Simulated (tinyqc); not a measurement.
Worked calculation: Pariser-Parr-Pople SCF with singles CI, for the molecule C1=CC=C1 (SMILES; centres numbered as the heavy atoms are written). Computed by tinyqc, a small Python program that keeps every step. Settings: charge = 0, gamma = MN, start = core, damping = 0, iteration cap = 58, excitations kept = 4. Command: `OMP_NUM_THREADS=1 python tinyqc.py 22175 22176 out.jsonl` (the two numbers bound the seeds that draw the settings). One thread of a shared host (Intel(R) Xeon(R) Processor @ 2.60GHz), about 0.01 s of CPU time with the checks. Later iterations appear only in the table of the cycle.

## PPP integrals

Centres (angstrom, eV; a flat drawing with bonds scaled to 1.40 angstrom):
```
centre          x          y  core charge z          W   gamma_rr
1C       0.990000   0.000000              1  11.160000  11.130000
2C       0.000000   0.990000              1  11.160000  11.130000
3C      -0.990000   0.000000              1  11.160000  11.130000
4C       0.000000  -0.990000              1  11.160000  11.130000
```

Resonance integrals (eV):
```
i  j       beta
1  2  -2.390000
2  3  -2.390000
3  4  -2.390000
4  1  -2.390000
```

Mataga-Nishimoto: gamma = 14.399645/(R + a), a = 2 x 14.399645/(gamma_rr + gamma_ss); H_rr = -W_r - sum_(s != r) z_s gamma_rs; H_rs = beta for bonds.

repulsion gamma_rs (eV), lower triangle:
```
           1C         2C         3C         4C
1C  11.130000
2C   5.345397  11.130000
3C   4.398492   5.345397  11.130000
4C   5.345397   4.398492   5.345397  11.130000
```

core matrix H (eV), lower triangle:
```
            1C          2C          3C          4C
1C  -26.249286
2C   -2.390000  -26.249286
3C    0.000000   -2.390000  -26.249286
4C   -2.390000    0.000000   -2.390000  -26.249286
```

## Starting guess

pi electrons, sum of z_r less the charge = 4

Orbitals of the core matrix H.

P at the start, lower triangle:
```
           1C        2C        3C        4C
1C   1.500000
2C   0.500000  0.500000
3C  -0.500000  0.500000  1.500000
4C   0.500000  0.500000  0.500000  0.500000
```

## Iteration 1: Fock matrix

F_rr = H_rr + P_rr gamma_rr / 2 + sum_(s != r) P_ss gamma_rs; F_rs = H_rs - P_rs gamma_rs / 2; E = tr P (H + F) / 2 + core repulsion sum_(r<s) z_r z_s gamma_rs.

F (eV), lower triangle:
```
           1C         2C         3C         4C
1C  -5.958651
2C  -3.726349  -5.231349
3C   1.099623  -3.726349  -5.958651
4C  -3.726349  -1.099623  -3.726349  -5.231349
```

pi energy = -47.205973 eV

## Iteration 1: orbitals and new P

Diagonalise F (the basis is taken as orthonormal) and form P = 2 sum c c over the lowest orbitals.

orbital energies (eV): -13.083950  -7.058274  -4.131726  1.893950

P after iteration 1, lower triangle:
```
           1C        2C        3C        4C
1C   1.450863
2C   0.497580  0.549137
3C  -0.549137  0.497580  1.450863
4C   0.497580  0.549137  0.497580  0.549137
```

## Iteration 2: Fock matrix

As before.

F (eV), lower triangle:
```
           1C         2C         3C         4C
1C  -5.922914
2C  -3.719880  -5.267086
3C   1.207688  -3.719880  -5.922914
4C  -3.719880  -1.207688  -3.719880  -5.267086
```

pi energy = -47.292670 eV

## Iteration 2: orbitals and new P

As before.

orbital energies (eV): -13.086598  -7.130601  -4.059399  1.896598

P after iteration 2, lower triangle:
```
           1C        2C        3C        4C
1C   1.441283
2C   0.496540  0.558717
3C  -0.558717  0.496540  1.441283
4C   0.496540  0.558717  0.496540  0.558717
```

## Iteration 3: Fock matrix

As before.

F (eV), lower triangle:
```
           1C         2C         3C         4C
1C  -5.915946
2C  -3.717103  -5.274054
3C   1.228757  -3.717103  -5.915946
4C  -3.717103  -1.228757  -3.717103  -5.274054
```

pi energy = -47.296002 eV

## Iteration 3: orbitals and new P

As before.

orbital energies (eV): -13.084428  -7.144703  -4.045297  1.894428

P after iteration 3, lower triangle:
```
           1C        2C        3C        4C
1C   1.439394
2C   0.496313  0.560606
3C  -0.560606  0.496313  1.439394
4C   0.496313  0.560606  0.496313  0.560606
```

## Convergence

Stop when output and input P, before any damping, agree to 1e-7.

Course of the cycle:
```
iteration        E (eV)  largest |P(out) - P(in)|
1          -47.20597272                  4.91e-02
2          -47.29267008                  9.58e-03
3          -47.29600152                  1.89e-03
4          -47.29613137                  3.73e-04
5          -47.29613645                  7.38e-05
6          -47.29613665                  1.46e-05
7          -47.29613665                  2.89e-06
8          -47.29613666                  5.71e-07
9          -47.29613666                  1.13e-07
10         -47.29613666                  2.24e-08
```

Converged in 10 iterations.

## Converged orbitals

Charges are z - P_rr.

orbital energies (eV): -13.083759  -7.148168  -4.041832  1.893759

coefficients:
```
         MO1        MO2        MO3        MO4
1C  0.468470   0.707107   0.000000   0.529656
2C  0.529656   0.000000   0.707107  -0.468470
3C  0.468470  -0.707107   0.000000   0.529656
4C  0.529656   0.000000  -0.707107  -0.468470
```

pi charges: 1C -0.438928, 2C 0.438928, 3C -0.438928, 4C 0.438928

## Singles CI, singlets

Over the 4 single excitations with the smallest orbital gaps: A = (e_a - e_i) delta + 2 (ia|jb) - (ij|ab), with (pq|rs) = sum c_mp c_mq gamma_mn c_nr c_ns. f = 2/3 w |mu|^2 in atomic units, mu = sqrt2 sum c_ia sum_m c_mi c_ma R_m.

singlet CI matrix (eV), lower triangle:
```
           2>3       2>4       1>3        1>4
2>3  -2.239061
2>4   0.000000  6.116240
1>3   0.000000  0.000000  6.116240
1>4   0.000000  0.000000  0.000000  10.823502
```

singlet excitation energies (eV): -2.239061  6.116240  6.116240  10.823502

oscillator strengths: 0.000000  0.588517  0.588517  0.000000

## Singles CI, triplets

Over the 4 single excitations with the smallest orbital gaps: A = (e_a - e_i) delta - (ij|ab), with (pq|rs) = sum c_mp c_mq gamma_mn c_nr c_ns.

triplet CI matrix (eV), lower triangle:
```
           2>3       2>4       1>3       1>4
2>3  -2.239061
2>4   0.000000  2.339382
1>3   0.000000  0.000000  2.339382
1>4   0.000000  0.000000  0.000000  8.440740
```

triplet excitation energies (eV): -2.239061  2.339382  2.339382  8.440740
